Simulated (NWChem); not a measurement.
System: formamide (CH3NO); SMILES NC=O

Input file for NWChem:

```
start job
memory heap 200 mb stack 900 mb global 1100 mb
geometry units angstroms noautoz
  N     -0.183819     1.072927     0.000000
  C      0.384396    -0.156690     0.000000
  O     -0.217014    -1.202339     0.000000
  H     -1.193699     1.149871     0.000000
  H      0.375045     1.913893     0.000000
  H      1.501969    -0.100331     0.000000
end
basis spherical
  * library cc-pvtz
end
dft
  xc b3lyp
  iterations 150
  mulliken
end
task dft energy
```

The geometry was optimised at PBE0/def2-SVP.

Task: What results follow from this input? (B3LYP/cc-pVTZ.) Quantities: basis functions; energy (Ha); highest occupied level (eV); orbital gap (eV); dipole (D).

Result: 
```yaml
number_of_basis_functions: 132
energy (Ha): -169.97
highest occupied level (eV): -7.27
orbital gap (eV): 7.71
dipole (D): 3.89
```
